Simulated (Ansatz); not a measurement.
Input file:

```yaml
crystal:
  periodic: [false, false, false]
  atoms:
    - {symbol: Br, position_ang: [-1.871770, 0.251057, 0.000000]}
    - {symbol: H, position_ang: [-0.341770, 0.251057, 0.000000]}
    - {symbol: N, position_ang: [0.972230, 0.251057, 0.000000]}
    - {symbol: H, position_ang: [1.241311, -0.753170, 0.000000]}
basis:
  gaussian: {orbitals: cc-pVDZ}
magnetization: {spin_polarized: false, initial_magnetization: 2}
correlation: {method: ccsdt_q, electrons: outside_noble_gas}
```

```sh
$ ansatz run in.yaml --threads 1 --pin off --events-out ev --progress --plain --max-ram 2393MiB
```

The program prints:

```
951 factors; integrals over basis functions are off by at most 2.2e-7 eV
mean field evaluation 1: about -71507.7836 eV, gradient 1.2e1 eV
mean field evaluation 2: about -71507.8012 eV, gradient 1.2e1 eV
mean field evaluation 4: about -71508.6578 eV, gradient 2.4e0 eV
mean field evaluation 8: about -71508.7640 eV, gradient 2.2e-1 eV
mean field evaluation 16: about -71507.7840 eV, gradient 1.2e1 eV
mean field evaluation 32: about -71508.7653 eV, gradient 6.4e-2 eV
mean field evaluation 64: about -71506.2658 eV, gradient 2.4e-4 eV
mean field evaluation 96: about -71506.2962 eV, gradient 7.2e-2 eV
mean field evaluation 128: about -71504.0602 eV, gradient 4.8e0 eV
mean field evaluation 160: about -71505.8384 eV, gradient 5.8e0 eV
...
mean field -71508.76534873 eV, -2627.8986561838 hartree, gradient 1.2e-6 eV, S^2 2.000000; 5 other end points of the search recorded, 0 dependent functions left out
determinant -71508.76534873 eV, -2627.8986561838 hartree, with singles and doubles -71516.63336933 eV, -2628.1878006077 hartree
determinant -71506.29614572 eV, -2627.8079146468 hartree, with singles and doubles -71514.30361303 eV, -2628.1021836427 hartree
determinant -71506.26575805 eV, -2627.8067979207 hartree, with singles and doubles -71514.25496221 eV, -2628.1003957581 hartree
15 core orbitals not correlated: weight in the atoms' cores, before any rotation towards them, 1.000 or more for the frozen orbitals, at most 0.000 for the correlated occupied ones
reference -71508.76534873 eV, -2627.8986561838 hartree; 8, 6 occupied and 28, 30 virtual orbitals, 951 factors
second order -6.79285280 eV of doubles, -0.15382989 eV of singles
...
cycle  13  -8.05228968 eV  change    1.9e-5 eV  update   4.8e-5
cycle  14  -8.05230139 eV  change   -1.2e-5 eV  update   3.7e-5
cycle  15  -8.05232218 eV  change   -2.1e-5 eV  update   2.3e-5
cycle  16  -8.05232835 eV  change   -6.2e-6 eV  update   1.4e-5
cycle  17  -8.05232689 eV  change    1.5e-6 eV  update   8.2e-6
cycle  18  -8.05232666 eV  change    2.3e-7 eV  update   4.9e-6
cycle  19  -8.05232712 eV  change   -4.6e-7 eV  update   2.9e-6
cycle  20  -8.05232930 eV  change   -2.2e-6 eV  update   1.9e-6
cycle  21  -8.05233108 eV  change   -1.8e-6 eV  update   1.1e-6
cycle  22  -8.05233188 eV  change   -8.0e-7 eV  update   6.6e-7
perturbative correction -0.01379062 eV, -0.0005067958 hartree
Total energy: -71516.83147123 eV, -2628.1950807181 hartree
```

Ran on 1 thread of Arm Neoverse V2, shared host: 36 s wall, 0.66 GiB peak host memory.
